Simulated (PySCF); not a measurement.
**Name the molecule from its bond curve**

A diatomic of charge +1 contains O. Its triplet curve at PBE0 in a double-zeta basis (spin-free X2C with a Gaussian nucleus, PySCF), in eV from the separated fragments:

| R (Å) | E (eV) |
| --- | --- |
| 1.539 | -0.234 |
| 1.611 | -0.723 |
| 1.683 | -0.981 |
| 1.736 | -1.066 |
| 1.790 | -1.086 |
| 1.844 | -1.058 |
| 1.915 | -0.974 |
| 2.005 | -0.828 |
| 2.112 | -0.642 |
| 2.255 | -0.430 |

The fit gives ωe = 680 cm⁻¹ and the rotational constant Bₑ = 0.5284 cm⁻¹.

Problem. Which atom is the partner?

Solution. The minimum lies at 1.782 Å, so the reduced mass is 16.8576 u Å² cm⁻¹/(Bₑ·Re²) = 10.05 u. With O at 15.99 u the partner weighs about 27.1 u: Al. The molecule is AlO⁺.

The state is the lowest determinant that a PBE0 search found; another state may lie lower at other levels.
